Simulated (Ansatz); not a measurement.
# C₂H₅F: vertical ionisation energy

An exercise on one series of results from a longer session: the logs are not shown, and one member is left open.

Program: Ansatz 0.2.0, Gaussian basis. Level of theory: unrestricted cation, the program's frozen cores in correlated methods. These are calculated values, not measurements.

Levels to be run: UKS PBE-D4/def2-TZVPP; UKS r2SCAN-D4/def2-TZVPP; UKS PBE0-D4/def2-TZVPP; UKS B3LYP-D4/def2-TZVPP; UKS wB97X-V/def2-TZVPP; UKS wB97M-V/def2-TZVPP; UKS B2PLYP/def2-TZVPP; UHF-CCSD(T)/def2-TZVPP; UHF-MP2/def2-QZVPP; extrapolation to the limit; then −ε(HOMO) from the neutral's earlier runs with LDA (SPW92), PBE-D4, revPBE-D4, BLYP-D4, r2SCAN-D4, B97M-V, PBE0-D4, B3LYP-D4, r2SCANh-D4, r2SCAN0-D4, HSE06-D4, BHLYP-D4, CAM-B3LYP-D4, LC-ωPBE, ωB97X-V, ωB97M-V.

## Structure used throughout

The geometry comes from an earlier relaxation with PBE0-D4 in a triple-zeta def2 set; it is a stationary point, not always the lowest conformer.

SMILES `CCF`, 8 atoms, charge 0, spin multiplicity 1.

Atoms are counted from 1 here; the program's logs count them from 0.

Bond lengths: C1–C2 1.504 Å, C1–H4 1.093 Å, C1–H5 1.092 Å, C1–H6 1.092 Å, C2–F3 1.386 Å, C2–H7 1.094 Å, C2–H8 1.094 Å. Angles: C2–C1–H4 109.9°, C2–C1–H5 110.8°, C2–C1–H6 110.8°, H4–C1–H5 108.4°, H4–C1–H6 108.4°, H5–C1–H6 108.6°, C1–C2–F3 110.1°, C1–C2–H7 111.6°, C1–C2–H8 111.6°, F3–C2–H7 107.4°, F3–C2–H8 107.4°, H7–C2–H8 108.6°.

Coordinates:

```xyz
8
C2H5F
C    -0.4317    0.5669   -0.2646
C     0.3784   -0.5991    0.2305
F     1.6633   -0.1864    0.5465
H    -1.4439    0.2374   -0.5126
H     0.0186    0.9985   -1.1604
H    -0.5003    1.3430    0.4998
H     0.4640   -1.3815   -0.5298
H    -0.0563   -1.0360    1.1348
```

The first run:

in.yaml

```yaml
crystal:
  periodic: [false, false, false]
  atoms:
    - {symbol: C, position_ang: [-0.431704, 0.566897, -0.264616]}
    - {symbol: C, position_ang: [0.378445, -0.599068, 0.230537]}
    - {symbol: F, position_ang: [1.663251, -0.186412, 0.546467]}
    - {symbol: H, position_ang: [-1.443942, 0.237403, -0.512615]}
    - {symbol: H, position_ang: [0.018600, 0.998532, -1.160387]}
    - {symbol: H, position_ang: [-0.500296, 1.343037, 0.499838]}
    - {symbol: H, position_ang: [0.464007, -1.381456, -0.529827]}
    - {symbol: H, position_ang: [-0.056262, -1.036035, 1.134802]}
basis:
  gaussian: {orbitals: def2-TZVPP}
total_charge: 1
magnetization: {spin_polarized: true, initial_magnetization: 1}
hamiltonian: {xc: pbe, dispersion: d4}
```

Among the steps run: Cation, UKS PBE-D4/def2-TZVPP; Cation, UKS r2SCAN-D4/def2-TZVPP; Cation, UKS PBE0-D4/def2-TZVPP; Cation, UKS B3LYP-D4/def2-TZVPP; Cation, UKS wB97X-V/def2-TZVPP; Cation, UKS wB97M-V/def2-TZVPP; Cation, UKS B2PLYP (frozen core)/def2-TZVPP; Cation, UHF-CCSD(T)/def2-TZVPP; Cation, UHF-MP2/def2-QZVPP.

One of the session's tables, all rows but one given; the rest of the session is left out.

It belongs to the step «Ionisation energies side by side». For comparison, −ε(HOMO) of the neutral from earlier runs:

```
  functional  −ε(HOMO) (eV)
 LDA (SPW92)           7.70
      PBE-D4           7.63
   revPBE-D4           7.59
     BLYP-D4           7.61
   r2SCAN-D4           8.01
      B97M-V           8.18
     PBE0-D4           9.35
    B3LYP-D4           9.14
  r2SCANh-D4              ?
  r2SCAN0-D4           9.60
    HSE06-D4           8.94
    BHLYP-D4          11.01
CAM-B3LYP-D4          10.87
     LC-ωPBE          12.18
     ωB97X-V          11.87
     ωB97M-V          11.77
```

**Question.** Estimate the row for r2SCANh-D4.

Worked estimate for «−ε(HOMO) (eV)». Against the share of exact exchange, r2SCAN-D4 (0, 8.01), r2SCAN0-D4 (0.25, 9.60) give a slope of 6.36 per unit share; at 0.1 the line stands at 8.65.

The run gave: −ε(HOMO) (eV): 8.66. In «−ε(HOMO) (eV)» the line misses by -0.01.
